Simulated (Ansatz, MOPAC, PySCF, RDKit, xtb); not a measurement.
Complex: CH5N (SMILES CN) (first 7 atoms) with CH5N (SMILES CN); geometry from S66by8 set.
(charge 0, multiplicity 1):
```xyz
14

N     -1.729     0.262    -0.659
H     -0.901    -0.323    -0.709
H     -2.391    -0.127    -1.317
C     -2.289     0.183     0.689
H     -3.183     0.801     0.750
H     -2.553    -0.825     1.026
H     -1.571     0.590     1.398
N      1.900    -0.756    -0.452
H      2.197    -0.481    -1.380
H      2.524    -1.503    -0.177
C      2.061     0.379     0.462
H      1.790     0.065     1.468
H      3.068     0.801     0.499
H      1.368     1.165     0.169
```

Monomers are frozen at their geometry in the pair; levels with a basis set take the counterpoise correction. Rows marked so take none.

Frozen-core correlation. Rows in 6-31G*, STO-3G carry no dispersion term and start afresh at each structure (6-31G* with six Cartesian d functions). The state that PM6 reach isn't checked.

Programs: Ansatz (a quantum-chemistry and plane-wave program) with Gaussian orbitals; MOPAC for PM6 (differences of heats of formation); PySCF for 6-31G* rows, STO-3G rows, the dispersion terms; RDKit for the force fields; xtb for the GFN methods. 

```
level                           interaction energy (meV)
------------------------------  ------------------------
MMFF94                                             -86.6
PM6                                                -74.5
GFN2-xTB                                           -84.9
HF/STO-3G (no counterpoise)                        -56.8
HF/6-31G*                                          -78.4
B3LYP/6-31G* (no counterpoise)                    -126.5
B3LYP-D3(BJ)/def2-TZVPPD                      (withheld)
PBE0-D4/def2-TZVPPD                               -126.8
CCSD(T)/aug-cc-pVDZ                           (withheld)
```

Task: Fill in the missing entries.

Result: 
- B3LYP-D3(BJ)/def2-TZVPPD, interaction energy (meV): -121.1
- CCSD(T)/aug-cc-pVDZ, interaction energy (meV): -114.8
